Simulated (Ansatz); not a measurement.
```yaml
crystal:
  periodic: [false, false, false]
  atoms:
    - {symbol: Ni, position_ang: [0.000000, 0.000000, 0.000000]}
    - {symbol: F, position_ang: [0.000000, 0.000000, 1.810000]}
basis:
  gaussian: {orbitals: def2-TZVP}
magnetization: {spin_polarized: true, initial_magnetization: 3}
hamiltonian: {xc: pbe0}
relax: {f_tol: 0.004, max_steps: 80}
```

```sh
$ ansatz run in.yaml --threads 1 --pin off --events-out ev --progress --plain --max-ram 2176MiB
```

Steps of the relaxation (energy above the last step; positions in Å, forces in eV/Å):

```
2
step 1, 20.7 meV
Ni    0.000    0.000    0.000    0.000    0.000    0.850
F     0.000    0.000    1.810    0.000    0.000   -0.850
```

```
2
step 2, 6.9 meV
Ni    0.000    0.000    0.010    0.000    0.000    0.509
F     0.000    0.000    1.800    0.000    0.000   -0.509
```

```
2
step 3, 0.1 meV
Ni    0.000    0.000    0.025    0.000    0.000   -0.055
F     0.000    0.000    1.785    0.000    0.000    0.055
```

```
2
step 4, 0.0 meV
Ni    0.000    0.000    0.023    0.000    0.000    0.001
F     0.000    0.000    1.787    0.000    0.000   -0.001
```

Close pairs at the end: Ni1–F2 1.763 Å.

A stationary point of unrestricted PBE0 after 4 steps, with ⟨S²⟩ = 3.752 against 3.75 for a pure state. 30 s on 1 thread of Arm Neoverse V1, shared host.
